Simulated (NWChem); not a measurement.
LiF; SMILES [Li][F]

Computed with NWChem. Medium grid unless said otherwise, to which SCAN and Minnesota functionals are sensitive. Coordinates come from a PBE0-D3(BJ)/def2-TZVP optimisation. B3LYP is NWChem's, with the RPA form of VWN correlation.

Q: Order these by “dipole (D)”, lowest first: LC-wPBE (HJS exchange hole, range parameter 0.4 per bohr)/def2-SVP; B97-D/def2-SVP; BHandHLYP/def2-SVP; PBE/def2-SVP.

A: PBE/def2-SVP (5.28), B97-D/def2-SVP (5.42), LC-wPBE (HJS exchange hole, range parameter 0.4 per bohr)/def2-SVP (5.66), BHandHLYP/def2-SVP (5.82)
